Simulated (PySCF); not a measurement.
Q: What does the PBE0-D3(BJ)/def2-SVP structure of phosphorus pentafluoride, `FP(F)(F)(F)F` look like in three dimensions?

A: 
```
atom  x, y, z in Å
F1     0.6422   -0.5738   -1.3522
P2     0.0032   -0.0053   -0.0075
F3     1.1101    1.1043    0.0491
F4     0.2439   -1.3887    0.6915
F5    -1.3442    0.2681   -0.7626
F6    -0.6358    0.5639    1.3371
```

Orientation and origin are arbitrary. Atoms count from 1 in this order. P2 (phosphorus bonded to 5 F) is trigonal bipyramidal (τ5 = (β − α)/60° = 1.00 from the two widest angles, 180.0° and 120.0° (0 for a square pyramid, 1 for a trigonal bipyramid)). The 5 F–P bonds span 1.568 Å (P2–F3, drawn single) to 1.594 Å (P2–F6, drawn single), a spread of 0.026 Å.

Bonds between heavy atoms (Å): F1–P2 1.594, P2–F3 1.568, P2–F4 1.569, P2–F5 1.568, P2–F6 1.594.

The calculation used PBE0-D3(BJ)/def2-SVP geometry optimisation, gas phase in PySCF.

Point group: D3h (tolerance 0.08 Å). Not checked by PBE0-D3(BJ)/def2-SVP frequencies.
